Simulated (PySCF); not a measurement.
# cyclopentanone: calculation against experiment

**The experiment to reproduce.**

From NIST CCCBDB Release 22 (SRD 101), experimental dipoles, for the gas: dipole moment 3.25 D.

How close the calculation comes is told at the end.

Compound: cyclopentanone, C₅H₈O.
Atom-mapped SMILES: `[O:1]=[C:2]1[CH2:3][CH2:4][CH2:5][CH2:6]1` (hydrogens: H7, H8 on C3; H9, H10 on C4; H11, H12 on C5; H13, H14 on C6)

Geometry (GFN2-xTB, Å), atoms numbered from 1 in this order:
```
atom  x, y, z in Å
O1     0.3318    2.2980    1.0595
C2     0.1758    1.2168    0.5599
C3    -1.1531    0.5268    0.3304
C4    -0.8374   -0.6534   -0.5838
C5     0.5932   -1.0373   -0.1985
C6     1.2733    0.3059    0.0497
H7    -1.5142    0.1856    1.3037
H8    -1.8925    1.2179   -0.0715
H9    -1.5359   -1.4792   -0.4591
H10   -0.8676   -0.3340   -1.6270
H11    0.5844   -1.6246    0.7212
H12    1.0887   -1.6214   -0.9722
H13    1.6456    0.7365   -0.8831
H14    2.1073    0.2620    0.7487
```

Runs made with PySCF (gas phase, on this GFN2-xTB geometry; no spin–orbit coupling):

```json
{"level": "PBE0/pcSseg-1", "job": "shieldings, ring-centre shieldings, charges and field gradients", "basis functions": "142", "wall time": "12 s"}
```

Hardware: one thread, x86-64 server, shared host.

Results beside the measurements:

**Dipole moment.** Measured: 3.25 D (NIST CCCBDB Release 22 (SRD 101), experimental dipoles).

```
        level  computed (D)  computed − measured (D)  % (from the printed values)
PBE0/pcSseg-1          3.06                    -0.19                           -6
```

The computed dipoles belong to one fixed geometry; measured ones are averaged over vibrations unless marked μe. Magnitudes are compared, not signs.

The geometry is computed, not the measured one. Where a level misses, the cause wasn't examined.
